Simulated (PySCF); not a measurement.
Excitations are Tamm–Dancoff values on a coarser integration grid. The basis has no diffuse functions, so Rydberg states are missing or too high.

Cartesian coordinates (Å):
SMILES: CCC=O
```xyz
10

C     -1.1310     0.0618     0.2481
C      0.1349    -0.2953    -0.5214
C      1.3611     0.2288     0.1628
O      2.2007     0.9156    -0.3498
H     -1.0788    -0.2903     1.2817
H     -1.2860     1.1424     0.2696
H     -2.0074    -0.3945    -0.2141
H      0.2377    -1.3874    -0.5665
H      0.1159     0.0839    -1.5446
H      1.4529    -0.0650     1.2342
```
Charge 0, multiplicity 1.

Task: Estimate the HOMO, T1 excitation (TDA) and total energy that TPSSh-D3(BJ)/def2-TZVP // PBE0-D3(BJ)/def2-TZVP run with PySCF returns for this input.

Result: 
| Property | Result |
|---|---|
| HOMO | -6.51 eV |
| T1 excitation (TDA) | 3.72 eV |
| total energy | -193.2347 Ha |
